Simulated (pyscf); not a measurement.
Structures and frequencies: ωB97X-D3(BJ)/def2-SVP in PySCF.

Q: How much does it cost (ΔH, 298 K, ωB97M-D3(BJ)/def2-TZVP) to split `[CH3][C]1=[CH][CH2][CH]=[CH]1` at its C–C bond into CH₃• + cyclic C₅H₅ (SMILES [C]1=CCC=C1) [doublet]?

A: C–C to CH₃• + cyclic C₅H₅ (SMILES [C]1=CCC=C1) [doublet]: 452.8 kJ/mol. The 7 functionals that were run give +412.4 (r²SCAN) to +454.4 kJ/mol (ωB97X-D3(BJ)). The radicals are drawn with the spin at the cut bond; how far it spreads was not checked. Other isomers of cyclic C₅H₅ (SMILES [C]1=CCC=C1) [doublet] were not searched in full and may lie lower.
